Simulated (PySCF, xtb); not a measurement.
methylamine (CH5N), SMILES CN.

Harmonic wavenumbers (cm⁻¹) from GFN2-xTB (xtb 6.7.1) at its own minimum, in rising order: 348, 916, 950, 1104, 1162, 1294, 1419, 1497, 1500, 1573, 2867, 3013, 3015, 3384, 3415.

Question: What does PySCF 2.14.0 with PBE0-D3(BJ)/def2-TZVP give at its own minimum? (The exact figures need the calculation; the answer reports its results.)

Answer: 306, 833, 975, 1090, 1170, 1347, 1452, 1491, 1513, 1665, 2986, 3081, 3120, 3533, 3612. Paired by order, the mean absolute difference is 67 cm⁻¹ and the zero-point energies are 39.3 and 40.3 kcal/mol.
